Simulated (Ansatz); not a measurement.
Results of PBEsol (plane waves, PAW; Ansatz, a first-principles code) for tetradymite Bi2Te3.

Numerical settings: plane-wave cutoff 520 eV, 10×10×10 k mesh, Fermi–Dirac smearing 0.01 eV, scalar-relativistic PAW data made under PBE.

The volume scan:

| V (Å³/atom) | E − E_lowest (meV/atom) | P (GPa) |
|---|---|---|
| 32.244 | 6.68 | 1.712 |
| 32.916 | 1.55 | 0.777 |
| 33.588 | 0.00 | -0.001 |
| 34.259 | 1.32 | -0.597 |
| 34.931 | 4.74 | -1.008 |

Q: Estimate the bulk modulus and its pressure derivative from these points.

A: V0 = 33.587 Å³/atom, B0 = 33.5 GPa, B′ = 11.9 (fit to the energies at full precision).

Shape and atoms are relaxed at each volume.

Measured, for comparison: bulk modulus 37 GPa (temperature not stated, not corrected to a static lattice, sources range from 32.5 to 39.5; as tabulated in Toher et al. (2017), arXiv:1611.05714). Computed less measured: bulk modulus -9 % (against room or unstated temperature, where such soft solids are markedly softer).

Note: the cell comes from a level without a dispersion term, which matters for the spacing of layers, chains or molecules.

Spin–orbit coupling is not included; it can shift volumes and moduli of such heavy elements.

Computed values are for the static lattice.
